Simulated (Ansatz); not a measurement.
A barrier at the coupled-cluster level

Start structure (HCN, singlet), relaxed at PBE0-D4/def2-TZVP:

H1  (0.439, 0.791, -0.615)
C2  (0.010, 0.019, -0.014)
N3  (-0.450, -0.810, 0.630)
(Å)

The step: HCN ([CH][N]) → HCN ([C][NH]); bonds formed: H1–N3; bonds broken: H1–C2. Program: Ansatz 0.2.0. Basis: def2-TZVPP and def2-QZVPP. Cores are frozen in the correlated methods. Extrapolation: Hartree–Fock as exp(−7.88 √X), correlation as X^−2.97. Energies below are by CCSD(T) at an estimated basis limit (MP2 extrapolated from triple and quadruple zeta, plus CCSD(T) − MP2 in triple zeta).

(1) What are the electronic barrier and the energy of the step, from the start structure to the end structure? (An estimate is asked for; the value comes from the calculation.)

No T1 diagnostic of these runs exceeds 0.029. The T1 diagnostic is large here, which may signal multireference character or strong orbital relaxation, so CCSD(T) is less sure.

Answers

(1) The calculation gives: Barrier 199.6 kJ/mol; step energy 61.0 kJ/mol (uphill); reverse barrier, their difference, 138.6 kJ/mol. Barrier and step energy count from the start structure, the reverse barrier from the end structure.

The saddle point: One imaginary mode of 1124i cm⁻¹.
```tsv
pair	start (Å)	saddle (Å)	end (Å)
H1–N3	2.21	1.41	1.00
H1–C2	1.07	1.18	2.16
```

Zero-point energy (harmonic, PBE0-D4): ZPE is 43.3 kJ/mol at the start and 28.5 kJ/mol at the saddle, so the barrier goes from 199.6 to 184.8 kJ/mol.

First-order rate constant out of the start structure at 898 K by transition-state theory, with harmonic vibrational free energies alone and no tunnelling: ΔA‡ = 189.8 kJ/mol, so k = (kB T/h) exp(−ΔA‡/kB T) ≈ 10^2 s⁻¹ (an order of magnitude at best: rotation, the number of equivalent paths and anharmonicity are left out).

Labels in which every atom is bracketed show which atoms are joined, not bond orders.

For scale, one of the runs: CCSD(T)/def2-TZVPP, 76 basis functions, launched by `ansatz run in.yaml --threads 2 --pin off --events-out ev --progress --plain --max-ram 4352MiB`. Hardware: 2 CPU threads of an AMD EPYC 7B13, shared host. Wall time about 0.65 s.
